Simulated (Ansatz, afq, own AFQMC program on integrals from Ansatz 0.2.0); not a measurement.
# GeH2, singlet in cc-pVDZ, levels against full CI

```csv
atom,x (Å),y (Å),z (Å)
Ge,0.0000,-0.0365,-0.0063
H,0.0000,1.0843,-1.1398
H,0.0000,1.5476,1.5957
```

Basis cc-pVDZ. Only valence electrons are correlated. Ansatz 0.2.0 and our own AFQMC program on the same integrals; the CISD trial comes from CCSD amplitudes, and released means the phaseless constraint is let go. Uncertainties: one standard error, sampling alone. No spin–orbit coupling.

Determinant: RHF, the one that the program's search chose, which needn't be the lowest solution. The geometry is a point of a scan.

Full CI on the same integrals is exact in this basis and with this determinant's frozen core.

Cautions: no relativity below Rb; no spin-orbit coupling; inner d shell frozen; higher spins were not checked; restricted determinant unstable towards unrestricted (UHF 58 meV lower, ⟨S²⟩ 0.30); strong correlation (T1 0.024, weight of the determinant 0.88, largest double 0.18).

```
T1 diagnostic                               : 0.0245
weight of the determinant in the CISD state : 0.883
size of the correlated space                : 6 electrons in 23 orbitals
```

Reference: full CI, correlation energy -3.329 eV. The released energy is read at 2.40 1/Eh (meV from the phaseless value at times in 1/Eh: -4.1 ± 2.4 at 0.24, -6.9 ± 1.9 at 0.51, -7.6 ± 2.0 at 0.99, -9.1 ± 1.7 at 1.62, -10.0 ± 1.7 at 2.40).

```tsv
level	E − E(reference) (mEh)	share of correlation (%)
HF	122.34	0.00
MP2	35.79	70.75
CCSD	3.86	96.84
CCSD(T)	0.89	99.28
CCSDT	0.13	99.90
CCSDT(Q)	0.02	99.99
CCSDTQ	0.00	100.00
ph-AFQMC/CISD	0.54 ± 0.10	99.56
released AFQMC	0.17 ± 0.06	99.86
```

CCSDT and higher add their correlation energy to the determinant of the CCSD(T) run, since their own runs factorise the integrals more tightly (a shift of under 2 meV). A walk keeps the symmetry of its determinant, which the program's search chose and which needn't be the lowest solution, so a lower state of the same spin and another symmetry isn't excluded. Released energies are given only where the last usable release times agree within the noise; a slower fall can still hide under it.
